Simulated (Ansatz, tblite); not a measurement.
**The cluster PS₂: isomers from a random search**

Which shape does the cluster PS₂ prefer? Candidates from a tight-binding search are relaxed and compared.

The runs use Ansatz 0.2.0, Gaussian basis; relaxed with PBE-D4/def2-TZVP, doublet.

## (1) Starting geometry

3 atoms, charge 0, spin multiplicity 2.

Atoms are counted from 1 here; the program's logs count them from 0.

Bond lengths: P1–S2 1.960 Å, P1–S3 1.960 Å. Angles: S2–P1–S3 119.5°.

Geometry (Å):

```xyz
3

P     0.56498   -0.32679    0.08291
S    -0.21086   -0.13584   -1.70710
S    -0.35412    0.46263    1.62419
```

A search from random starts with GFN2-xTB found 3 distinct shapes; 2 go on here. The structure above is candidate A, which lies 0.00 eV above the lowest at that level; B lies 0.30 eV above the lowest at that level.

## (2) Relaxing candidate A

Contents of in.yaml:

```yaml
crystal:
  periodic: [false, false, false]
  atoms:
    - {symbol: P, position_ang: [0.564980, -0.326790, 0.082910]}
    - {symbol: S, position_ang: [-0.210860, -0.135840, -1.707100]}
    - {symbol: S, position_ang: [-0.354120, 0.462630, 1.624190]}
basis:
  gaussian: {orbitals: def2-TZVP}
magnetization: {spin_polarized: true, initial_magnetization: 1}
hamiltonian: {xc: pbe, dispersion: d4}
scf: {lower_state_search: "off"}
output: {orbitals: {seedname: orbitals}}
relax: {f_tol: 0.02, max_steps: 100}
```

Started as:

```console
$ ansatz run in.yaml --threads 2 --pin off --events-out ev --progress --plain --max-ram 4352MiB
```

Standard output, cut to the lines that bear on the results:

```text
Functional definition: PBE
  name "PBE"
  cite "Perdew, Burke & Ernzerhof, Phys. Rev. Lett. 77, 3865 (1996) doi:10.1103/PhysRevLett.77.3865"
  parent pbe
[...]
792 factors; their error is unknown
[...]
mean field -30947.26665188 eV, -1137.2910726459 hartree, gradient 7.8e-7 eV, S^2 0.753716; 0 other end points of the search recorded, 0 dependent functions left out
[...]
reference -30947.26667952 eV, -1137.2910736614 hartree; 24, 23 occupied and 87, 88 virtual orbitals, 792 factors
relax step   1: F+E_penalty+E_count = -30947.37934502 eV  Δ(F+E_penalty+E_count) = +0.000e0 eV  max|allowed force component| = 9.938e-1 eV/Å  Δτ_max = 0.0000 Å  (20 SCF iters, accepted)
[...]
relax step   4: F+E_penalty+E_count = -30947.49263457 eV  Δ(F+E_penalty+E_count) = -6.258e-3 eV  max|allowed force component| = 2.499e-2 eV/Å  Δτ_max = 0.0209 Å  (21 SCF iters, accepted)
[...]
relax step   5: F+E_penalty+E_count = -30947.49267511 eV  Δ(F+E_penalty+E_count) = -4.054e-5 eV  max|allowed force component| = 5.133e-4 eV/Å  Δτ_max = 0.0020 Å  (16 SCF iters, accepted)
Total energy: -30947.49270255 eV, -1137.2993798547 hartree
Atom 0 at     0.452480    -0.261708     0.066469 Å, force    -0.000513     0.000297    -0.000075 eV/Å
Atom 1 at    -0.151468    -0.181560    -1.772288 Å, force     0.000256    -0.000147     0.000045 eV/Å
Atom 2 at    -0.301011     0.443268     1.705819 Å, force     0.000257    -0.000150     0.000030 eV/Å
Dipole moment:     0.050342    -0.029117     0.007395 e Å
Checks for a lower state left out: stability, starts, cluster_reference, orbital_swaps, neighbouring_geometries, increment
```

Wall time 6.5 s (2 threads of Arm Neoverse V1, shared host).

Step by step:

| step | energy from step 1 (eV) | largest force component (eV/Å) |
| --- | --- | --- |
| 1 | 0.0000 | 0.9938 |
| 2 | -0.0586 | 0.9518 |
| 3 | -0.1070 | 0.3590 |
| 4 | -0.1133 | 0.0250 |
| 5 | -0.1133 | 0.0005 |

Close pairs (by a distance rule), those that changed most:

| bond | before (Å) | after (Å) | change (Å) |
| --- | --- | --- | --- |
| P1–S3 | 1.960 | 1.937 | -0.023 |
| P1–S2 | 1.960 | 1.937 | -0.023 |

## (3) Relaxing candidate B

Contents of in.yaml:

```yaml
crystal:
  periodic: [false, false, false]
  atoms:
    - {symbol: P, position_ang: [0.966350, 0.694870, -0.018880]}
    - {symbol: S, position_ang: [-0.255800, -0.689720, -0.968710]}
    - {symbol: S, position_ang: [-0.710550, -0.005140, 0.987590]}
basis:
  gaussian: {orbitals: def2-TZVP}
magnetization: {spin_polarized: true, initial_magnetization: 1}
hamiltonian: {xc: pbe, dispersion: d4}
scf: {lower_state_search: "off"}
output: {orbitals: {seedname: orbitals}}
relax: {f_tol: 0.02, max_steps: 100}
```

Same command.

Standard output, cut to the lines that bear on the results:

```text
Functional definition: PBE
  name "PBE"
  cite "Perdew, Burke & Ernzerhof, Phys. Rev. Lett. 77, 3865 (1996) doi:10.1103/PhysRevLett.77.3865"
  parent pbe
[...]
792 factors; their error is unknown
[...]
mean field -30946.89495278 eV, -1137.2774129559 hartree, gradient 1.3e-6 eV, S^2 0.754055; 0 other end points of the search recorded, 0 dependent functions left out
[...]
reference -30946.89498102 eV, -1137.2774139936 hartree; 24, 23 occupied and 87, 88 virtual orbitals, 792 factors
relax step   1: F+E_penalty+E_count = -30947.01619675 eV  Δ(F+E_penalty+E_count) = +0.000e0 eV  max|allowed force component| = 4.556e-1 eV/Å  Δτ_max = 0.0000 Å  (17 SCF iters, accepted)
[...]
relax step   2: F+E_penalty+E_count = -30947.02312747 eV  Δ(F+E_penalty+E_count) = -6.931e-3 eV  max|allowed force component| = 8.489e-2 eV/Å  Δτ_max = 0.0116 Å  (21 SCF iters, accepted)
[...]
relax step   3: F+E_penalty+E_count = -30947.02347421 eV  Δ(F+E_penalty+E_count) = -3.467e-4 eV  max|allowed force component| = 4.790e-3 eV/Å  Δτ_max = 0.0023 Å  (22 SCF iters, accepted)
Total energy: -30947.02350253 eV, -1137.2821370720 hartree
Atom 0 at     0.977583     0.703023    -0.018954 Å, force     0.003599     0.002670     0.000088 eV/Å
Atom 1 at    -0.260429    -0.695525    -0.973388 Å, force    -0.000814    -0.003082    -0.004790 eV/Å
Atom 2 at    -0.717154    -0.007488     0.992342 Å, force    -0.002785     0.000412     0.004702 eV/Å
Dipole moment:     0.101724     0.073148    -0.001983 e Å
Checks for a lower state left out: stability, starts, cluster_reference, orbital_swaps, neighbouring_geometries, increment
```

It took 3.7 s on 2 threads of Arm Neoverse V1, shared host.

Step by step:

| step | energy from step 1 (eV) | largest force component (eV/Å) |
| --- | --- | --- |
| 1 | 0.0000 | 0.4556 |
| 2 | -0.0069 | 0.0849 |
| 3 | -0.0073 | 0.0048 |

Distances of close pairs at the start and the end, largest changes first:

| bond | before (Å) | after (Å) | change (Å) |
| --- | --- | --- | --- |
| P1–S2 | 2.077 | 2.098 | +0.021 |
| P1–S3 | 2.077 | 2.098 | +0.020 |
| S2–S3 | 2.122 | 2.132 | +0.010 |

## (4) The relaxed candidates

| candidate | point group | bonds (count, mean Å) | energy above the lowest (kcal/mol) |
| --- | --- | --- | --- |
| A | C2v | P–S 2, 1.94 | 0.0 |
| B | C2v | P–S 2, 2.10; S–S 1, 2.13 | 10.8 |

## (5) Candidate B, GFN1-xTB

Tight binding, by tblite at 300 K electronic temperature and without a spin-polarisation term:

```python
tblite.interface.Calculator('GFN1-xTB', numbers, positions, charge=0, uhf=1).singlepoint()
```

Energy -271.7851 eV; 0.004 s.

## (6) Candidate B, GFN2-xTB

Tight binding, by tblite at 300 K electronic temperature and without a spin-polarisation term:

```python
tblite.interface.Calculator('GFN2-xTB', numbers, positions, charge=0, uhf=1).singlepoint()
```

Energy -245.1222 eV; 0.003 s.

## (7) Candidate B, PBE0-D4/def2-TZVP

start.molden holds the orbitals of an earlier run on this state, given as this run's starting guess.

Contents of in.yaml:

```yaml
crystal:
  periodic: [false, false, false]
  atoms:
    - {symbol: P, position_ang: [0.977583, 0.703023, -0.018954]}
    - {symbol: S, position_ang: [-0.260429, -0.695525, -0.973388]}
    - {symbol: S, position_ang: [-0.717154, -0.007488, 0.992342]}
basis:
  gaussian: {orbitals: def2-TZVP, initial_orbitals: start.molden}
magnetization: {spin_polarized: true, initial_magnetization: 1}
hamiltonian: {xc: pbe0, dispersion: d4}
scf: {omitted_lower_state_checks: [starts]}
output: {orbitals: {seedname: orbitals}}
```

Same command.

Standard output:

```text
Functional definition: PBE0
  name "PBE0"
  cite "Adamo & Barone, J. Chem. Phys. 110, 6158 (1999) doi:10.1063/1.478522"
  cite "Perdew, Burke & Ernzerhof, Phys. Rev. Lett. 77, 3865 (1996) doi:10.1103/PhysRevLett.77.3865"
  parent pbe
  parameter a = 0.25
  parameter kappa = 0.804
  parameter beta = 0.06672455060314922
  exchange = (1 - a)*pbe_x(kappa = kappa, mu = beta*pi^2/3) + a*exact_x
  correlation = pbe_c(beta = beta)
these checks for a lower state are left out or cut short: starts
824 factors; their error is unknown
mean field evaluation 1: about -30949.0203 eV, gradient 8.8e0 eV
mean field evaluation 2: about -30949.1044 eV, gradient 1.4e-1 eV
mean field evaluation 4: about -30949.1632 eV, gradient 1.2e-3 eV
mean field evaluation 8: about -30949.1632 eV, gradient 1.4e-5 eV
mean field -30949.16323342 eV, -1137.3607707318 hartree, gradient 1.4e-5 eV, S^2 0.756688; 0 other end points of the search recorded, 0 dependent functions left out
reference -30949.16325474 eV, -1137.3607715155 hartree; 24, 23 occupied and 87, 88 virtual orbitals, 824 factors
Total energy: -30949.26381894 eV, -1137.3644671814 hartree
Checks for a lower state left out: starts
```

Run time: 2.4 s. Hardware: 2 threads of Arm Neoverse V1, shared host.

HOMO -6.32 eV, LUMO -2.93 eV (over both spins); ⟨S²⟩ 0.757 (pure: 0.75).

## (8) Candidate B, PBE-D4/def2-TZVP

Edit in.yaml of step 7 so:

```diff
@@ -9,4 +9,4 @@
 magnetization: {spin_polarized: true, initial_magnetization: 1}
-hamiltonian: {xc: pbe0, dispersion: d4}
+hamiltonian: {xc: pbe, dispersion: d4}
 scf: {omitted_lower_state_checks: [starts]}
-output: {orbitals: {seedname: orbitals}}
+output: {forces: true, orbitals: {seedname: orbitals}}
```

The command is unchanged.

Standard output, cut to the lines that bear on the results:

```text
Functional definition: PBE
  name "PBE"
  cite "Perdew, Burke & Ernzerhof, Phys. Rev. Lett. 77, 3865 (1996) doi:10.1103/PhysRevLett.77.3865"
  parent pbe
[...]
792 factors; their error is unknown
[...]
mean field -30946.90231484 eV, -1137.2776835066 hartree, gradient 1.1e-5 eV, S^2 0.754102; 0 other end points of the search recorded, 0 dependent functions left out
[...]
reference -30946.90234316 eV, -1137.2776845471 hartree; 24, 23 occupied and 87, 88 virtual orbitals, 792 factors
Total energy: -30947.02350255 eV, -1137.2821370727 hartree
Atom 0 at     0.977583     0.703023    -0.018954 Å, force     0.003594     0.002674     0.000103 eV/Å
Atom 1 at    -0.260429    -0.695525    -0.973388 Å, force    -0.000824    -0.003092    -0.004796 eV/Å
Atom 2 at    -0.717154    -0.007488     0.992342 Å, force    -0.002770     0.000417     0.004692 eV/Å
Dipole moment:     0.101724     0.073148    -0.001983 e Å
Checks for a lower state left out: starts
```

It took 2 s on 2 threads of Arm Neoverse V1, shared host.

Report: HOMO -5.07 eV, LUMO -3.82 eV (over both spins); ⟨S²⟩ 0.754 (pure: 0.75).

## (9) Candidate B, r2SCAN-D4/def2-TZVP

Edit in.yaml of step 8 so:

```diff
@@ -9,4 +9,4 @@
 magnetization: {spin_polarized: true, initial_magnetization: 1}
-hamiltonian: {xc: pbe, dispersion: d4}
+hamiltonian: {xc: r2scan, dispersion: d4}
 scf: {omitted_lower_state_checks: [starts]}
-output: {forces: true, orbitals: {seedname: orbitals}}
+output: {orbitals: {seedname: orbitals}}
```

Launched as before.

Standard output:

```text
Functional definition: r2SCAN
  name "r2SCAN"
  cite "Furness, Kaplan, Ning, Perdew & Sun, J. Phys. Chem. Lett. 11, 8208 (2020) doi:10.1021/acs.jpclett.0c02405"
  cite "Furness, Kaplan, Ning, Perdew & Sun, J. Phys. Chem. Lett. 11, 9248 (2020) doi:10.1021/acs.jpclett.0c03077"
  parent r2scan
  parameter k0 = 0.174
  parameter k1 = 0.065
  parameter a1 = 4.9479
  exchange = r2scan_x(k0 = k0, k1 = k1, a1 = a1)
  correlation = r2scan_c
these checks for a lower state are left out or cut short: starts
792 factors; their error is unknown
mean field evaluation 1: about -30958.0076 eV, gradient 6.2e0 eV
mean field evaluation 2: about -30958.0393 eV, gradient 6.0e-2 eV
mean field evaluation 4: about -30958.0258 eV, gradient 8.5e-5 eV
mean field evaluation 8: about -30958.0258 eV, gradient 2.1e-5 eV
mean field -30958.02579933 eV, -1137.6864640219 hartree, gradient 2.1e-5 eV, S^2 0.758306; 0 other end points of the search recorded, 0 dependent functions left out
reference -30958.02580859 eV, -1137.6864643620 hartree; 24, 23 occupied and 87, 88 virtual orbitals, 792 factors
Total energy: -30958.04896412 eV, -1137.6873153123 hartree
Checks for a lower state left out: starts
```

Wall time 5.5 s (2 threads of Arm Neoverse V1, shared host).

HOMO -5.44 eV, LUMO -3.53 eV (over both spins); ⟨S²⟩ 0.758 (pure: 0.75).

## (10) Candidate B, HSE06-D4/def2-TZVP

Edit in.yaml of step 9 so:

```diff
@@ -9,3 +9,3 @@
 magnetization: {spin_polarized: true, initial_magnetization: 1}
-hamiltonian: {xc: r2scan, dispersion: d4}
+hamiltonian: {xc: hse06, dispersion: d4}
 scf: {omitted_lower_state_checks: [starts]}
```

The command is unchanged.

Standard output, cut to the lines that bear on the results:

```text
Functional definition: HSE06
  name "HSE06"
  cite "Heyd, Scuseria & Ernzerhof, J. Chem. Phys. 118, 8207 (2003) doi:10.1063/1.1564060"
  cite "Krukau, Vydrov, Izmaylov & Scuseria, J. Chem. Phys. 125, 224106 (2006) doi:10.1063/1.2404663"
  cite "Heyd & Scuseria, J. Chem. Phys. 120, 7274 (2004) doi:10.1063/1.1668634"
  cite "Ernzerhof & Perdew, J. Chem. Phys. 109, 3313 (1998) doi:10.1063/1.476928"
  cite "Perdew, Burke & Ernzerhof, Phys. Rev. Lett. 77, 3865 (1996) doi:10.1103/PhysRevLett.77.3865"
  parent pbe
[...]
  # The whole range is PBE's own exchange, as in plane waves. The composition of these papers is wPBEh.
[...]
824 factors; their error is unknown
43 factors; integrals over basis functions are off by at most 5.5e-6 eV
[...]
mean field -30948.59475921 eV, -1137.3398796899 hartree, gradient 8.4e-5 eV, S^2 0.756625; 0 other end points of the search recorded, 0 dependent functions left out
reference -30948.59478761 eV, -1137.3398807338 hartree; 24, 23 occupied and 87, 88 virtual orbitals, 824 factors
Total energy: -30948.68997096 eV, -1137.3433786572 hartree
Checks for a lower state left out: starts
```

Wall time 2.7 s (2 threads of Arm Neoverse V1, shared host).

From the report: HOMO -5.92 eV, LUMO -3.31 eV (over both spins); ⟨S²⟩ 0.757 (pure: 0.75).

## (11) Candidate B, LC-ωPBE/def2-TZVP

Edit in.yaml of step 10 so:

```diff
@@ -9,3 +9,3 @@
 magnetization: {spin_polarized: true, initial_magnetization: 1}
-hamiltonian: {xc: hse06, dispersion: d4}
+hamiltonian: {xc: {name: LC-wPBE}}
 scf: {omitted_lower_state_checks: [starts]}
```

The command is unchanged.

Standard output, cut to the lines that bear on the results:

```text
Functional definition: LC-wPBE
  name "LC-wPBE"
  cite "Vydrov & Scuseria, J. Chem. Phys. 125, 234109 (2006) doi:10.1063/1.2409292"
  cite "Heyd & Scuseria, J. Chem. Phys. 120, 7274 (2004) doi:10.1063/1.1668634"
  cite "Ernzerhof & Perdew, J. Chem. Phys. 109, 3313 (1998) doi:10.1063/1.476928"
  cite "Perdew, Burke & Ernzerhof, Phys. Rev. Lett. 77, 3865 (1996) doi:10.1103/PhysRevLett.77.3865"
  parent pbe
[...]
792 factors; their error is unknown
204 factors; integrals over basis functions are off by at most 4.7e-5 eV
[...]
mean field -30950.60075579 eV, -1137.4135987047 hartree, gradient 2.1e-5 eV, S^2 0.759356; 0 other end points of the search recorded, 0 dependent functions left out
reference -30950.60075580 eV, -1137.4135987049 hartree; 24, 23 occupied and 87, 88 virtual orbitals, 792 factors
Total energy: -30950.60075580 eV, -1137.4135987049 hartree
Checks for a lower state left out: starts
```

It took 2.6 s on 2 threads of Arm Neoverse V1, shared host.

From the report: HOMO -9.05 eV, LUMO -0.64 eV (over both spins); ⟨S²⟩ 0.759 (pure: 0.75).

## (12) Candidate B, CCSD(T)/def2-TZVPP

Contents of in.yaml:

```yaml
crystal:
  periodic: [false, false, false]
  atoms:
    - {symbol: P, position_ang: [0.977583, 0.703023, -0.018954]}
    - {symbol: S, position_ang: [-0.260429, -0.695525, -0.973388]}
    - {symbol: S, position_ang: [-0.717154, -0.007488, 0.992342]}
basis:
  gaussian: {orbitals: def2-TZVPP, initial_orbitals: start.molden}
magnetization: {spin_polarized: true, initial_magnetization: 1}
correlation: {method: ccsd_t}
scf: {omitted_lower_state_checks: [starts, cluster_reference]}
output: {orbitals: {seedname: orbitals}}
```

Same command.

Standard output, cut to the lines that bear on the results:

```text
Functional definition: HF
  name "HF"
  cite "Fock, Z. Phys. 61, 126 (1930) doi:10.1007/BF01340294"
  parent pbe
[...]
739 factors; integrals over basis functions are off by at most 5.9e-4 eV
[...]
mean field -30907.44748015 eV, -1135.8277450751 hartree, gradient 2.3e-6 eV, S^2 0.773199; 0 other end points of the search recorded, 0 dependent functions left out
15 core orbitals not correlated: weight in the atoms' cores, before any rotation towards them, 1.000 or more for the frozen orbitals, at most 0.000 for the correlated occupied ones
reference -30907.44748015 eV, -1135.8277450751 hartree; 9, 8 occupied and 102, 103 virtual orbitals, 739 factors
second order -12.57583494 eV of doubles, -0.00000000 eV of singles
cycle   1  -12.95764772 eV  change   -3.8e-1 eV  update   1.1e-1
[...]
cycle  11  -13.49318740 eV  change   -1.6e-5 eV  update   7.4e-6
perturbative correction -0.83198333 eV, -0.0305748234 hartree
Total energy: -30921.77265088 eV, -1136.3541853894 hartree
Checks for a lower state left out: starts, cluster_reference
```

It took 11 s on 2 threads of Arm Neoverse V1, shared host; peak memory 0.76 GiB.

Report: Hartree-Fock HOMO -9.18 eV, LUMO 0.92 eV (over both spins); ⟨S²⟩ 0.773 (pure: 0.75); T1 0.021.

## (13) B against A

The energies of A at these levels come from its own runs, whose logs aren't repeated here.

Differences are taken before rounding.

| method | B above A (kcal/mol) | from CCSD(T)/def2-TZVPP (kcal/mol) | time |
| --- | --- | --- | --- |
| GFN1-xTB | 24.3 | +15.3 | 0.007 s |
| GFN2-xTB | 5.1 | -3.9 | 0.006 s |
| HF/def2-TZVPP | 2.4 | -6.6 |  |
| PBE-D4/def2-TZVP | 10.8 | +1.8 | 3.9 s |
| r2SCAN-D4/def2-TZVP | 12.3 | +3.3 | 10 s |
| PBE0-D4/def2-TZVP | 7.1 | -1.9 | 7 s |
| HSE06-D4/def2-TZVP | 7.4 | -1.6 | 5.2 s |
| LC-ωPBE/def2-TZVP | 2.0 | -7.0 | 7.5 s |
| MP2/def2-TZVPP | 10.0 | +1.1 |  |
| CCSD/def2-TZVPP | 6.4 | -2.6 |  |
| CCSD(T)/def2-TZVPP | 9.0 | 0 | 21 s |

Among the levels timed on like hardware and quicker than the yardstick, those that no quicker one beats, quickest first: GFN2-xTB (0.006 s, -3.9 kcal/mol); PBE-D4/def2-TZVP (3.9 s, +1.8 kcal/mol); HSE06-D4/def2-TZVP (5.2 s, -1.6 kcal/mol).

Times add the two runs; a level without a time comes out of a correlated run.

## (14) Outcome

| quantity | value |
| --- | --- |
| B above A, CCSD(T)/def2-TZVPP | +9.0 kcal/mol |
| levels that put B lower | none |

What this shows: All levels free of doubt put A (C2v) below B (C2v), by 2.0 to 24.3 kcal/mol. The reference is CCSD(T) in one finite basis, so it carries an error of its own, often a tenth of an eV or more, and near misses can't be ranked. The search was small, so a lower isomer may exist. Only doublets are compared; another spin may lie lower and prefer another shape.
